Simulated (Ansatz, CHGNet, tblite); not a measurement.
How well does each level of theory give the elastic constant C11 of wurtzite AlN?

Reference value: 410 GPa (measured, temperature not stated, not corrected to a static lattice; as tabulated in Oses et al. (2018), arXiv:1811.08464).

Problem. What do GFN1-xTB, CHGNet 0.3.0, PBE, PBE-D3(BJ), HSE06 give, and how far is each from the reference?

Solution. 
```json
[
 {"level (code)": "GFN1-xTB (tblite)", "value (GPa)": "162", "cell (Å³/atom)": "12.96", "difference (%)": "-60"},
 {"level (code)": "CHGNet 0.3.0", "value (GPa)": "308", "cell (Å³/atom)": "10.63", "difference (%)": "-25"},
 {"level (code)": "PBE (Ansatz)", "value (GPa)": "373", "cell (Å³/atom)": "10.65", "difference (%)": "-9.0"},
 {"level (code)": "PBE-D3(BJ) (Ansatz)", "value (GPa)": "382", "cell (Å³/atom)": "10.42", "difference (%)": "-6.8"},
 {"level (code)": "HSE06 (Ansatz)", "value (GPa)": "407", "cell (Å³/atom)": "10.37", "difference (%)": "-0.7"}
]
```

The reference's temperature isn't stated, so close values are not ranked against it. Off by more than 25 %, or 35 % on the side where a correction would as a rule narrow the miss (bounds picked here): GFN1-xTB (-60 %).

The measured value isn't corrected to a static lattice, so vibrations enter the comparison. A static lattice is as a rule stiffer than a warm one, by over a tenth in soft solids.  GFN1-xTB: the method was fitted mainly to molecules. GFN1-xTB: the run uses a supercell at the zone centre in place of a k mesh. PBE-D3(BJ): the dispersion coefficients are held fixed in the derivatives. Each level is taken at its own relaxed cell. K meshes differ between the levels. Ansatz's density-functional and Hartree–Fock values are scalar-relativistic unless marked +SOC, with PAW data made under PBE.

Machine-learned potentials (CHGNet 0.3.0) are trained on DFT data: a solid inside that data is no test of them.

Differences are worked out from the printed values.

Ansatz is a first-principles code.
